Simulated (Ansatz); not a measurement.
**Telling isomers of BH6Si2− apart by their spectra**

These gas-phase data were calculated for one isomer of BH6Si2− at PBE0-D3(BJ)/def2-SVPD (harmonic, unscaled wavenumbers; equilibrium rotational constants with average atomic masses):

```
rotational constants            : 22.95, 2.812, 2.576 GHz
all wavenumbers above 1500 cm⁻¹ : 2542, 2155, 2128, 2121, 2079, 2055
```

Candidates:

(1) `[BH2-]1[SiH2][SiH2]1`, a singlet
(2) `[SiH2]=[BH-][SiH3]`, a singlet

Question: Which candidate do the data belong to?

Answer: Candidate (2). 1 mode lies between 2350 and 2900 cm⁻¹, one for each B–H bond, while (1) has 2.

The same quantities for all candidates:

```
     rotational constants (GHz)         wavenumbers above 1500 cm⁻¹  E above the lowest, PBE0-D3(BJ)/def2-SVPD (kcal/mol)
(1)         11.25, 5.187, 4.007  2523, 2450, 2143, 2136, 2132, 2129                                                   0.0
(2)         22.95, 2.812, 2.576  2542, 2155, 2128, 2121, 2079, 2055                                                   6.7
```

Each candidate is one conformer. Programs: Ansatz 0.2.0.
